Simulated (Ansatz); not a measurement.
CCSD(T) against full CI for several species

Each species is computed at the geometry given (Å), with frozen cores, in Ansatz 0.2.0: RHF-CCSD(T) for singlets, UHF-CCSD(T) otherwise, and full CI in the same basis. The program picks the determinant by trial CCSD, so it needn't be the lowest Hartree–Fock solution. States: HfH2 Σg⁺ or Δg, SiH2 A1, PH3⁺ A', GeH4 A', Al2 Πu. Cases whose determinant has another symmetry than full CI's state, or whose (Q) step broke down, weren't drawn. No spin–orbit coupling is included; scalar relativity enters only through core potentials past Kr.

Task: Judging by size, spin and bonding and the diagnostics given, rank them by the size of CCSD(T)'s error in total energy against full CI in the same basis, smallest first (an estimate).
A. SiH₂, singlet, cc-pVTZ: Si 0.000 -0.051 0.000; H 0.000 0.707 -1.278; H 0.000 0.707 1.278. T1 0.014, (T) -103 meV in a correlation energy of -3.83 eV
B. GeH₄, singlet, 6-31G: Ge -0.001 -0.001 -0.001; H 0.979 0.982 0.981; H -0.889 -0.885 0.884; H -0.885 0.883 -0.890; H 0.886 -0.889 -0.884. T1 0.009, (T) -29 meV in a correlation energy of -2.42 eV
C. PH3⁺, doublet, cc-pVDZ: P 0.000 0.000 -0.033; H 1.354 0.015 0.341; H -0.690 1.167 0.334; H -0.666 -1.180 0.337. T1 0.011, (T) -71 meV in a correlation energy of -3.63 eV
D. Al2, triplet, cc-pVTZ: Al 0.000 0.000 0.000; Al 0.000 0.000 3.488. T1 0.027, (T) -183 meV in a correlation energy of -3.38 eV
E. HfH2, singlet, def2-TZVP: Hf 0.000 0.000 0.000; H 0.000 0.000 -1.912; H 0.000 0.000 1.912. T1 0.011, (T) -93 meV in a correlation energy of -3.05 eV

Result: B (11.3 meV), C (19.0 meV), A (28.3 meV), E (41.8 meV), D (77.4 meV).

```
      species      basis  correlated electrons  CCSD(T) − full CI (meV)  CCSDT(Q) − full CI (meV)  unpaired electrons (full CI)     T1  ⟨S²⟩ of the determinant
GeH4, singlet      6-31G                     8                     11.3                       0.3                          0.03  0.009                     0.00
PH3⁺, doublet    cc-pVDZ                     7                     19.0                       0.0                          1.03  0.011                     0.76
SiH2, singlet    cc-pVTZ                     6                     28.3                       0.8                          0.13  0.014                     0.00
HfH2, singlet  def2-TZVP                     6                     41.8                       1.0                          0.32  0.011                     0.00
 Al2, triplet    cc-pVTZ                     6                     77.4                       2.1                          2.16  0.027                     2.04
```

Unpaired electrons are Σ n²(2−n)² over natural occupations; an open shell counts its own unpaired electrons too. Frozen cores follow each run's orbitals, which moves totals by a few meV.
